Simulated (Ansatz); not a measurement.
C3H5, doublet: at the start structure of a reaction step.

in.yaml

```yaml
crystal:
  periodic: [false, false, false]
  atoms:
    - {symbol: C, position_ang: [-1.457626, 0.297057, -0.426271]}
    - {symbol: C, position_ang: [-2.584540, 0.530176, -0.757716]}
    - {symbol: C, position_ang: [2.002877, -0.409914, 0.586744]}
    - {symbol: H, position_ang: [-0.452627, 0.089248, -0.130785]}
    - {symbol: H, position_ang: [-3.586492, 0.737229, -1.052261]}
    - {symbol: H, position_ang: [1.775659, -0.176385, 1.617035]}
    - {symbol: H, position_ang: [2.376848, 0.361300, -0.071458]}
    - {symbol: H, position_ang: [1.925802, -1.428708, 0.234911]}
basis:
  gaussian: {orbitals: def2-TZVPP}
magnetization: {spin_polarized: true, initial_magnetization: 1}
hamiltonian: {xc: {name: B3LYP}, dispersion: d4}
```

Launched with

```bash
ansatz run in.yaml --threads 2 --pin off --events-out ev --progress --plain --max-ram 4352MiB
```

What Ansatz 0.2.0 printed:

```
Functional definition: B3LYP
  name "B3LYP"
  cite "Stephens, Devlin, Chabalowski & Frisch, J. Phys. Chem. 98, 11623 (1994) doi:10.1021/j100096a001"
  cite "Becke, Phys. Rev. A 38, 3098 (1988) doi:10.1103/PhysRevA.38.3098"
  cite "Lee, Yang & Parr, Phys. Rev. B 37, 785 (1988) doi:10.1103/PhysRevB.37.785"
  cite "Vosko, Wilk & Nusair, Can. J. Phys. 58, 1200 (1980) doi:10.1139/p80-159"
  parameter a0 = 0.2
  parameter ax = 0.72
  parameter ac = 0.81
  exchange = (1 - a0 - ax)*slater_x + ax*b88_x + a0*exact_x
  correlation = (1 - ac)*vwn_rpa_c + ac*lyp_c
835 factors; their error is unknown
mean field evaluation 1: about -3182.2570 eV, gradient 4.0e1 eV
mean field evaluation 2: about -3181.1671 eV, gradient 4.1e1 eV
mean field evaluation 4: about -3189.8851 eV, gradient 1.1e0 eV
mean field evaluation 8: about -3189.8909 eV, gradient 2.4e-2 eV
mean field evaluation 16: about -3189.8879 eV, gradient 7.4e-5 eV
mean field -3189.88792126 eV, -117.2262189225 hartree, gradient 2.0e-5 eV, S^2 0.753620; 0 other end points of the search recorded, 0 dependent functions left out
reference -3189.88818741 eV, -117.2262287034 hartree; 12, 11 occupied and 151, 152 virtual orbitals, 835 factors
Total energy: -3189.99099113 eV, -117.2300066704 hartree
```

The lines “mean field evaluation” count trial sets of orbitals through the whole run, from several starts and some on an approximate energy, so they need not fall steadily or lie above the final value.

The run took about 1.9 s on 2 CPU threads of an Arm Neoverse V2 (shared host).
